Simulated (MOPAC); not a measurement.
MOPAC input (AM1):

```
AM1 1SCF CHARGE=-1 GEO-OK AUX(PRECISION=9) THREADS=1
C2H4NO

O     0.32344914 1    1.28933772 1    0.33469062 1
C    -0.06628347 1    0.13205167 1    0.02906921 1
N     0.99352240 1   -0.76892505 1   -0.43544358 1
C    -1.34549177 1   -0.39777089 1    0.05614525 1
H     0.80714627 1   -1.72470693 1   -0.15261941 1
H    -1.55170757 1   -1.39883087 1   -0.30543238 1
H    -2.18037315 1    0.23739520 1    0.32008866 1
H     1.85333598 1   -0.45176843 1   -0.00274350 1
```

Output:

```
 *******************************************************************************
 **                                                                           **
 **                              MOPAC v23.2.5                                **
 **                                                                           **
 *******************************************************************************
 ** MOPAC's Digital Object Identifier: https://doi.org/10.5281/zenodo.6511958 **
 **                                                                           **
 ** Please cite the open-source release paper for use of this MOPAC version:  **
 ** J. E. Moussa and J. J. P. Stewart (2026)                                  **
 ** MOPAC: An open-source semiempirical molecular orbital program             **
 ** J. Open Source Softw., 11(119), 8025, https://doi.org/10.21105/joss.08025 **
 *******************************************************************************

                              AM1 CALCULATION RESULTS

 *******************************************************************************
 *  AM1        - The AM1 Hamiltonian to be used
 *  GEO-OK     - OVERRIDE INTERATOMIC DISTANCE AND OTHER SAFETY CHECKS
 *
 *
 *
 *                 CHARGE ON SYSTEM = -1
 *
 *
 *
 *  1SCF       - DO 1 SCF AND THEN STOP
 *  AUX        - OUTPUT AUXILIARY INFORMATION
 *******************************************************************************
AM1 1SCF CHARGE=-1 GEO-OK AUX(PRECISION=9) THREADS=1
 C2H4NO

   ATOM   CHEMICAL          X               Y               Z
  NUMBER   SYMBOL      (ANGSTROMS)     (ANGSTROMS)     (ANGSTROMS)

     1       O          0.32344914  *   1.28933772  *   0.33469062  *
     2       C         -0.06628347  *   0.13205167  *   0.02906921  *
     3       N          0.99352240  *  -0.76892505  *  -0.43544358  *
     4       C         -1.34549177  *  -0.39777089  *   0.05614525  *
     5       H          0.80714627  *  -1.72470693  *  -0.15261941  *
     6       H         -1.55170757  *  -1.39883087  *  -0.30543238  *
     7       H         -2.18037315  *   0.23739520  *   0.32008866  *
     8       H          1.85333598  *  -0.45176843  *  -0.00274350  *

          CARTESIAN COORDINATES

    NO.       ATOM           X           Y           Z

     1         O          0.3234      1.2893      0.3347
     2         C         -0.0663      0.1321      0.0291
     3         N          0.9935     -0.7689     -0.4354
     4         C         -1.3455     -0.3978      0.0561
     5         H          0.8071     -1.7247     -0.1526
     6         H         -1.5517     -1.3988     -0.3054
     7         H         -2.1804      0.2374      0.3201
     8         H          1.8533     -0.4518     -0.0027

  H: (AM1): M.J.S. DEWAR ET AL, J. AM. CHEM. SOC. 107 3902-3909 (1985)
  C: (AM1): M.J.S. DEWAR ET AL, J. AM. CHEM. SOC. 107 3902-3909 (1985)
  N: (AM1): M.J.S. DEWAR ET AL, J. AM. CHEM. SOC. 107 3902-3909 (1985)
  O: (AM1): M.J.S. DEWAR ET AL, J. AM. CHEM. SOC. 107 3902-3909 (1985)

           Empirical Formula: C2 H4 N O  =     8 atoms

      MOLECULAR POINT GROUP   :   C1

      RHF CALCULATION, NO. OF DOUBLY OCCUPIED LEVELS = 12

 -------------------------------------------------------------------------------
 AM1 1SCF CHARGE=-1 GEO-OK AUX(PRECISION=9) THREADS=1
 C2H4NO

     1SCF WAS SPECIFIED, SO BFGS WAS NOT USED
     SCF FIELD WAS ACHIEVED

                              AM1 CALCULATION
                                                       MOPAC v23.2.5 Linux

          FINAL HEAT OF FORMATION =        -38.48411 KCAL/MOL =    -161.01751 KJ/MOL

          COSMO AREA              =         94.11 SQUARE ANGSTROMS
          COSMO VOLUME            =         76.87 CUBIC ANGSTROMS

          IONIZATION POTENTIAL    =          2.037082 EV
          HOMO LUMO ENERGIES (EV) =         -2.037  8.088
          NO. OF FILLED LEVELS    =         12
          MOLECULAR WEIGHT        =         58.0597         POINT GROUP:  C1

          MOLECULAR DIMENSIONS (Angstroms)

            Atom       Atom       Distance
            H     8    H     7     4.10487
            H     6    O     1     3.05843
            H     5    N     3     0.50972

          SCF CALCULATIONS        =          1

   ATOM   CHEMICAL          X               Y               Z
  NUMBER   SYMBOL      (ANGSTROMS)     (ANGSTROMS)     (ANGSTROMS)

     1       O          0.32344914  *   1.28933772  *   0.33469062  *
     2       C         -0.06628347  *   0.13205167  *   0.02906921  *
     3       N          0.99352240  *  -0.76892505  *  -0.43544358  *
     4       C         -1.34549177  *  -0.39777089  *   0.05614525  *
     5       H          0.80714627  *  -1.72470693  *  -0.15261941  *
     6       H         -1.55170757  *  -1.39883087  *  -0.30543238  *
     7       H         -2.18037315  *   0.23739520  *   0.32008866  *
     8       H          1.85333598  *  -0.45176843  *  -0.00274350  *

                             CARTESIAN COORDINATES

   1    O        0.323449140     1.289337720     0.334690620
   2    C       -0.066283470     0.132051670     0.029069210
   3    N        0.993522400    -0.768925050    -0.435443580
   4    C       -1.345491770    -0.397770890     0.056145250
   5    H        0.807146270    -1.724706930    -0.152619410
   6    H       -1.551707570    -1.398830870    -0.305432380
   7    H       -2.180373150     0.237395200     0.320088660
   8    H        1.853335980    -0.451768430    -0.002743500

           Empirical Formula: C2 H4 N O  =     8 atoms

      MOLECULAR POINT GROUP   :   C1

                  EIGENVALUES
 -32.18993 -27.32943 -22.81863 -14.46067 -11.47917 -10.61626  -8.39558  -8.28142
  -7.03781  -5.40632  -4.22044  -2.03708   8.08765   9.01786  10.67604  10.82579
  10.88172  11.38586  12.25827  13.70797

              NET ATOMIC CHARGES AND DIPOLE CONTRIBUTIONS

  ATOM NO.   TYPE          CHARGE      No. of ELECS.   s-Pop       p-Pop
    1          O          -0.574513        6.5745     1.91536     4.65915
    2          C           0.272960        3.7270     1.20327     2.52377
    3          N          -0.386622        5.3866     1.61861     3.76802
    4          C          -0.669483        4.6695     1.22705     3.44244
    5          H           0.108916        0.8911     0.89108
    6          H           0.060866        0.9391     0.93913
    7          H           0.077580        0.9224     0.92242
    8          H           0.110296        0.8897     0.88970
 DIPOLE           X         Y         Z       TOTAL
 POINT-CHG.     1.727    -1.867    -0.297     2.561
 HYBRID         0.078    -0.568     0.713     0.915
 SUM            1.805    -2.434     0.416     3.059

          ATOMIC ORBITAL ELECTRON POPULATIONS

     Atom    s        px        py        pz
    1  O   1.91536   1.81011   1.21301   1.63603
    2  C   1.20327   0.86628   0.85426   0.80323
    3  N   1.61861   1.08446   1.06124   1.62231
    4  C   1.22705   0.93339   1.01067   1.49838
    5  H   0.89108
    6  H   0.93913
    7  H   0.92242
    8  H   0.88970

 **********************
 *                    *
 * JOB ENDED NORMALLY *
 *                    *
 **********************

 == MOPAC DONE ==
```

The dipole moment of an ion depends on the origin.
